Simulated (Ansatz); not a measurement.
**SiHS (quartet): the correlation ladder, def2-TZVPP**

An exercise on one series of results from a longer session: the logs are not shown, and one member is left open.

Program: Ansatz 0.2.0, Gaussian basis. Level of theory: def2-TZVPP, core rule «outside noble gas», up to 10 orbitals frozen. These are calculated values, not measurements.

The runs, in order: UHF; ROHF; CCSD(T) on UHF.

**What is computed**

The geometry is a PBE0/def2-TZVP stationary point (not a proven minimum).

3 atoms, charge 0, spin multiplicity 4.

Atoms are counted from 1 here; the program's logs count them from 0.

Bond lengths: Si1–S2 2.172 Å, Si1–H3 1.496 Å. Angles: S2–Si1–H3 117.1°.

The first run:

File in.yaml:

```yaml
crystal:
  periodic: [false, false, false]
  atoms:
    - {symbol: Si, position_ang: [0.000000, -0.094141, 1.124038]}
    - {symbol: S, position_ang: [0.000000, 0.044996, -1.043902]}
    - {symbol: H, position_ang: [0.000000, 1.191747, 1.888549]}
basis:
  gaussian: {orbitals: def2-TZVPP}
magnetization: {spin_polarized: true, initial_magnetization: 3}
hamiltonian: {xc: hf}
output: {orbitals: {seedname: orbitals}}
```

On the command line:

```sh
> ansatz run in.yaml --threads 1 --pin off --events-out ev --progress --plain --max-ram 3968MiB --backend cpu
```

Among the steps run: UHF; ROHF; CCSD(T) on UHF.

One table of the session follows, with a row left open; its other results are not shown here.

| method | from UCCSD(T) (kJ/mol) |
| --- | --- |
| ROHF | ? |
| UHF | +698.3 |
| UMP2 | +126.2 |
| UCCSD | +30.0 |
| UCCSD(T) | 0 |

Q: Estimate the row for ROHF from the others.

**Answer.** from UCCSD(T) (kJ/mol): +718.8. In the column «from UCCSD(T) (kJ/mol)» it is the highest.

With the free atoms at the same levels and basis (separate runs), the atomisation energy is 4.857 eV at UCCSD(T), 3.710 eV at ROHF.
